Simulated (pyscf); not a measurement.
`[OH][BH][OH]` → `[B][OH]` [singlet] + `[OH2]`, a 1,1-elimination (singlet surface; B–H, B–O broken, H–O formed). Single points on ωB97X-D3(BJ)/def2-SVP structures (PySCF, gas phase). Correlated levels are frozen-core, on RHF or UHF. ΔMP2 is the change of the MP2 total energy from the triple- to the quadruple-zeta basis. Energies in kcal/mol from the reactant's lowest minimum found.

Small-basis levels: PySCF, no dispersion term, spherical d functions. AM1 to PM7: differences of heats of formation from MOPAC, which are fitted to 298 K values and so differ in kind from electronic energies by zero-point and thermal terms. GFN2-xTB: tblite. Cost: rough CPU time at the saddle relative to B3LYP/6-31G*, from one job on a shared machine.

```
level                                barrier  reaction energy        cost
--------------------------------  ----------  ---------------  ----------
HF/6-31G*                              130.4            +95.5        0.09
MP2/6-31G*                             115.7           +100.5         0.1
BP86/6-31G*                            104.2           +101.2           1
PBE/6-31G*                             104.1           +103.5           1
B3LYP/3-21G                            107.3           +110.8         0.6
B3LYP/LANL2DZ                     (withheld)            +97.1         0.7
B3LYP/6-31G*                           111.7           +101.6           1
PBE/def2-SVP                           101.2           +101.2           1
B3LYP/def2-SVP                         108.7            +99.2         1.0
GFN2-xTB                               110.0           +108.2  under 0.02
PM3                               (withheld)            +60.8  under 0.02
PM6                                     72.0            +75.1  under 0.02
CCSD(T)/def2-TZVPP + ΔMP2(QZVPP)  (withheld)            +87.5           –
```

Problem. Complete the blanks.

Solution. 
- B3LYP/LANL2DZ, barrier: 109.1
- PM3, barrier: 69.5
- CCSD(T)/def2-TZVPP + ΔMP2(QZVPP), barrier: 108.1

Against the last row the barrier runs from -38.6 (PM3) to +22.3 kcal/mol (HF/6-31G*); B3LYP/def2-SVP happens to lie closest here (0.6 kcal/mol apart). At B3LYP/3-21G, PM6 this geometry lies under one side, so the entry may be no barrier of that level: it is a single point on another level's saddle. CCSD(T)/def2-TZVPP + ΔMP2(QZVPP) has limits of its own. On the product side the descent ends in a bound adduct, 11.2 kcal/mol under the separated species and 28.0 kcal/mol under the saddle at ωB97X-D3(BJ)/def2-TZVP. The same reactants have a lower exit, to H₂O + HB=O (barrier +54.0 kcal/mol at ωB97M-D3(BJ)/def2-TZVP, against +106.6 kcal/mol here). B–OH [singlet] lies 44.5 kcal/mol over its isomer HB=O (electronic energy, ωB97M-D3(BJ)/def2-TZVP). One saddle was located; it need not be the lowest between these sides. The CCSD(T) − MP2 part came from Ansatz, without density fitting, on the same reference.
